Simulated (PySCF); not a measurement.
Calculation: TPSSh-D3(BJ)/def2-TZVP // PBE0-D3(BJ)/def2-TZVP in PySCF. Gas-phase values, no solvent. 

Reference species (SMILES): `[CH3]` (neutral, multiplicity 2).

```json
{
 "highest_occupied_spin_orbital": "-6.06 eV"
}
```

Changed species: `C[CH]C` (radical fragment; the reference has radical fragment).

**Question.** Give the shifts of the highest occupied spin orbital.

**Answer.** the highest occupied spin orbital rises by 1.34 eV, to -4.72 eV.
